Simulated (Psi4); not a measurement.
# BH2SCl (SMILES SBCl): a chain of runs

Aim: a geometry optimisation (singlet BH2SCl, HF/6-31G), then the energy (doublet BH2SCl+, UHF/6-31G), then a structure relaxation (doublet BH2SCl+, UHF/6-31G), then the energy (singlet BH2SCl, HF/6-31G) of BClH2S. 

The calculation is run with Psi4 1.11.

## Step 1: The molecule

The species is BH2SCl (5 atoms), meant as a singlet with charge 0. As SMILES, `SBCl`. The shape is that of a PBE0-D4/def2-TZVP optimisation. This is one conformer, not always the lowest. The run starts from this shape.

Bond lengths: S1–B2 1.779 Å, B2–Cl3 1.745 Å, S1–H4 1.343 Å, B2–H5 1.189 Å. Angles: S1–B2–Cl3 118.6°, S1–B2–H5 122.1°, Cl3–B2–H5 119.3°, B2–S1–H4 96.0°.

## Step 2: A geometry optimisation at HF/6-31G (density fitting) (run 1)

calc.in reads:

```
memory 1.6 GB

molecule mol {
  S     -1.294500    -0.008800    -0.323500
  B      0.402900    -0.217800     0.164700
  Cl     0.888700    -1.738900     0.868900
  H     -1.157600     1.248200    -0.777100
  H      1.210400     0.643400     0.025700
}

set globals {
  basis 6-31G
}

energy_value, wavefunction = optimize('hf', return_wfn=True)
print_variables()
```

Run with:

```bash
$ psi4 calc.in calc.out -n 1
```

calc.out:

```text
[...]
  Running in c1 symmetry.
[...]
  Nuclear repulsion =  115.979431471867400
[...]
  Multiplicity = 1
[...]
  Nalpha       = 20
  Nbeta        = 20
[...]
    Number of basis functions: 39
[...]
   @DF-RHF iter   1:  -882.79267720675148   -2.63543e-01   5.17429e-03 DIIS/ADIIS
[...]
   @DF-RHF iter   7:  -882.83125493362638   -2.38742e-12   4.87369e-09 DIIS
[...]
    Orbital Energies [Eh]
    ---------------------
    Doubly Occupied:
       1A   -104.824982     2A    -91.967976     3A    -10.567850
       4A     -8.991611     5A     -8.036025     6A     -8.032688
       7A     -8.032226     8A     -7.720500     9A     -6.673393
      10A     -6.670927    11A     -6.668934    12A     -1.126576
      13A     -1.019623    14A     -0.702953    15A     -0.618228
      16A     -0.539712    17A     -0.496626    18A     -0.491658
      19A     -0.444742    20A     -0.413630
[...]
  @DF-RHF Final Energy:  -882.83125493362638
   => Energetics <=
    Nuclear Repulsion Energy =            113.1023469398745220
    One-Electron Energy =               -1443.7854830381943430
    Two-Electron Energy =                 447.8518811646935092
    Total Energy =                       -882.8312549336263828
[...]
  -Total Gradient:
     Atom            X                  Y                   Z
    ------   -----------------  -----------------  -----------------
       1       -0.000024938182     0.000000455325    -0.000006905411
       2        0.000059229289     0.000005691035     0.000013373536
       3       -0.000012404165    -0.000003040820    -0.000001993607
       4       -0.000001880871     0.000000473153    -0.000000298846
       5       -0.000020006067    -0.000003578688    -0.000004175663
[...]
```

Standard output:

```text
Optimizer: Optimization complete!
```

It took 3 s on 1 thread of Intel Xeon 6975P-C (Granite Rapids), shared host; peak memory 0.21 GiB.

Steps, from the record of the run:

| step | energy from the first frame kept (eV) | largest force (eV/Å) |
| --- | --- | --- |
| 0 | 0.0000 | 1.4330 |
| 1 | -0.0741 | 0.3578 |
| 2 | -0.0805 | 0.0886 |
| 3 | -0.0798 | 0.1282 |
| 4 | -0.0807 | 0.0141 |
| 5 | -0.0808 | 0.0031 |

After the run. Bond lengths: S1–B2 1.819 Å, B2–Cl3 1.798 Å, S1–H4 1.352 Å, B2–H5 1.171 Å. Angles: S1–B2–Cl3 119.2°, S1–B2–H5 122.3°, Cl3–B2–H5 118.5°, B2–S1–H4 99.7°.

## Step 3: The doublet cation: a single-point energy at UHF/6-31G (density fitting) (run 2)

input.dat reads:

```
memory 1600 mb

molecule mol {
  1 2
  S
  B 1 R2
  Cl 2 R3 1 A3
  H 1 R4 2 A4 3 D4
  H 2 R5 3 A5 1 D5

  R2 = 1.819384
  R3 = 1.798041
  A3 = 119.23989
  R4 = 1.35192
  A4 = 99.6686
  D4 = 179.99924
  R5 = 1.170753
  A5 = 118.48557
  D5 = -179.99901
}

set {
  reference uhf
}

energy_value = energy('hf/6-31G')
```

Run with:

```bash
$ psi4 -n 1 input.dat output.dat
```

output.dat:

```text
[...]
  Running in c1 symmetry.
[...]
  Nuclear repulsion =  113.102341820815084
[...]
  Multiplicity = 2
[...]
  Nalpha       = 20
  Nbeta        = 19
[...]
    Number of basis functions: 39
[...]
   @DF-UHF iter   1:  -882.39573379596368    6.81433e-03   6.53029e-03 ADIIS/DIIS
[...]
   @DF-UHF iter  11:  -882.46230318782420   -3.36871e-08   9.39883e-07 DIIS
[...]
   @S^2 Observed:                7.591153374E-01
[...]
  @DF-UHF Final Energy:  -882.46230318782420
   => Energetics <=
    Nuclear Repulsion Energy =            113.1023418208150844
    One-Electron Energy =               -1433.3409099231407708
    Two-Electron Energy =                 437.7762649145014962
    Total Energy =                       -882.4623031878240909
  UHF NO Occupations:
  HONO-2 :   18  A 1.9984362
  HONO-1 :   19  A 1.9981801
[...]
 Multipole Moments:
 ------------------------------------------------------------------------------------
     Multipole            Electronic (a.u.)      Nuclear  (a.u.)        Total (a.u.)
 ------------------------------------------------------------------------------------
 L = 1.  Multiply by 2.5417464519 to convert [e a0] to [Debye]
 Dipole X            :         -0.0000205            0.0000001           -0.0000204
 Dipole Y            :         -1.5272526            3.6347888            2.1075363
 Dipole Z            :          0.5304801           -2.1727843           -1.6423042
 Magnitude           :                                                    2.6718668
[...]
```

Wall time 1.1 s (1 thread of Intel Xeon 6975P-C (Granite Rapids), shared host); peak memory 0.19 GiB.

## Step 4: The doublet cation: a structure relaxation at UHF/6-31G (density fitting) (run 3)

bclh2s.inp reads:

```
memory 1600 MB

molecule {
  1 2
  S
  B 1 R2
  Cl 2 R3 1 A3
  H 1 R4 2 A4 3 D4
  H 2 R5 3 A5 1 D5

  R2 = 1.819384
  R3 = 1.798041
  A3 = 119.23989
  R4 = 1.35192
  A4 = 99.6686
  D4 = 179.99924
  R5 = 1.170753
  A5 = 118.48557
  D5 = -179.99901
  symmetry c1
}

set globals {
  basis     6-31G
  reference uhf
}

opt("scf")
```

Run with:

```bash
$ psi4 -n 1 bclh2s.inp bclh2s.out
```

bclh2s.out:

```text
[...]
  Running in c1 symmetry.
[...]
  Nuclear repulsion =  113.102341820815084
[...]
  Multiplicity = 2
[...]
  Nalpha       = 20
  Nbeta        = 19
[...]
    Number of basis functions: 39
[...]
   @DF-UHF iter   1:  -882.39573379596368    6.81433e-03   6.53029e-03 ADIIS/DIIS
[...]
   @DF-UHF iter  10:  -882.47516518065549   -4.66116e-12   8.40389e-09 DIIS
[...]
   @S^2 Observed:                7.579619603E-01
[...]
  @DF-UHF Final Energy:  -882.47516518065549
   => Energetics <=
    Nuclear Repulsion Energy =            110.5679198227268216
    One-Electron Energy =               -1428.4653711003832086
    Two-Electron Energy =                 435.4222860970007218
    Total Energy =                       -882.4751651806554946
  UHF NO Occupations:
  HONO-2 :   18  A 1.9983782
  HONO-1 :   19  A 1.9982066
[...]
  -Total Gradient:
     Atom            X                  Y                   Z
    ------   -----------------  -----------------  -----------------
       1       -0.000001556261     0.000008915220     0.000022247399
       2        0.000006103341    -0.000034633812    -0.000003081145
       3       -0.000001829135     0.000013536539    -0.000006280380
       4        0.000000166824    -0.000000431026     0.000009861515
       5       -0.000002884769     0.000012613079    -0.000022747380
[...]
```

On the terminal:

```text
Optimizer: Optimization complete!
```

It took 4.2 s on 1 thread of Intel Xeon 6975P-C (Granite Rapids), shared host; peak memory 0.21 GiB.

Step by step:

| step | energy from the first frame kept (eV) | largest force (eV/Å) |
| --- | --- | --- |
| 0 | 0.0000 | 4.3258 |
| 1 | -0.2738 | 1.6297 |
| 2 | -0.3370 | 0.4883 |
| 3 | -0.3478 | 0.2189 |
| 4 | -0.3493 | 0.1024 |
| 5 | -0.3424 | 0.3178 |
| 6 | -0.3497 | 0.0639 |
| 7 | -0.3500 | 0.0093 |
| 8 | -0.3500 | 0.0018 |

After the run. Bond lengths: S1–B2 2.038 Å, B2–Cl3 1.720 Å, S1–H4 1.361 Å, B2–H5 1.163 Å. Angles: S1–B2–Cl3 115.2°, S1–B2–H5 114.9°, Cl3–B2–H5 129.9°, B2–S1–H4 102.0°.

## Step 5: A single-point energy at HF/6-31G (density fitting) (run 4)

calc.in reads:

```
memory 1600 mb

molecule m {
  0 1
  S     -1.379173     0.029675    -0.358965
  B      0.559928    -0.234060     0.208566
  Cl     0.921295    -1.771531     0.889601
  H     -1.360581     1.300452    -0.845374
  H      1.253200     0.680420     0.021650
}

set {
  basis 6-31G
}

E, wfn = energy('scf', return_wfn=True)
print_variables()
```

Run with:

```bash
$ psi4 calc.in calc.out -n 1
```

calc.out:

```text
[...]
  Running in c1 symmetry.
[...]
  Nuclear repulsion =  110.567913203118906
[...]
  Multiplicity = 1
[...]
  Nalpha       = 20
  Nbeta        = 20
[...]
    Number of basis functions: 39
[...]
   @DF-RHF iter   1:  -882.76905703632190   -4.92711e-01   5.89808e-03 DIIS/ADIIS
[...]
   @DF-RHF iter   8:  -882.81471361258900   -2.35457e-08   8.87392e-07 DIIS
[...]
  @DF-RHF Final Energy:  -882.81471361258900
   => Energetics <=
    Nuclear Repulsion Energy =            110.5679132031189056
    One-Electron Energy =               -1438.6472370436592882
    Two-Electron Energy =                 445.2646102279513798
    Total Energy =                       -882.8147136125890029
[...]
 Multipole Moments:
 ------------------------------------------------------------------------------------
     Multipole            Electronic (a.u.)      Nuclear  (a.u.)        Total (a.u.)
 ------------------------------------------------------------------------------------
 L = 1.  Multiply by 2.5417464519 to convert [e a0] to [Debye]
 Dipole X            :          2.1211941           -1.5120763            0.6091178
 Dipole Y            :         -2.9242156            3.7275478            0.8033321
 Dipole Z            :          1.6393036           -1.8034649           -0.1641613
 Magnitude           :                                                    1.0214284
[...]
```

Wall time 1.1 s (1 thread of Intel Xeon 6975P-C (Granite Rapids), shared host); peak memory 0.19 GiB.

## Step 6: Summary of results

| quantity | value |
| --- | --- |
| run 1, HF/6-31G: total energy at the end | -882.83125 Eh |
| run 1, HF/6-31G: dipole moment | 2.83 D |
| run 1, HF/6-31G: HOMO energy | -11.26 eV |
| run 1, HF/6-31G: LUMO energy | 2.09 eV |
| run 1, HF/6-31G: HOMO–LUMO gap | 13.35 eV |
| doublet cation, run 2: total energy | -882.46230 Eh |
| doublet cation, run 2: HOMO energy (highest over α and β) | -17.85 eV |
| doublet cation, run 2: LUMO energy (lowest over α and β) | -8.99 eV |
| doublet cation, run 2: ⟨S²⟩ | 0.759 |
| doublet cation, run 3: total energy at the end | -882.47517 Eh |
| doublet cation, run 3: HOMO energy (highest over α and β) | -17.89 eV |
| doublet cation, run 3: LUMO energy (lowest over α and β) | -8.11 eV |
| doublet cation, run 3: ⟨S²⟩ | 0.758 |
| run 4, HF/6-31G: total energy | -882.81471 Eh |
| run 4, HF/6-31G: dipole moment | 2.60 D |
| run 4, HF/6-31G: HOMO energy | -10.60 eV |
| run 4, HF/6-31G: LUMO energy | 1.81 eV |
| run 4, HF/6-31G: HOMO–LUMO gap | 12.41 eV |
| adiabatic ionisation energy (to the doublet cation, no zero-point term) | 9.690 eV |

**Reading.** The adiabatic ionisation energy (to the doublet cation, no zero-point term) is 9.69 eV (223 kcal/mol). The optimisation (run 1, HF/6-31G) took 6 steps and changed the energy by -0.081 eV. The optimisation (doublet cation, run 3) took 9 steps and changed the energy by -0.350 eV.
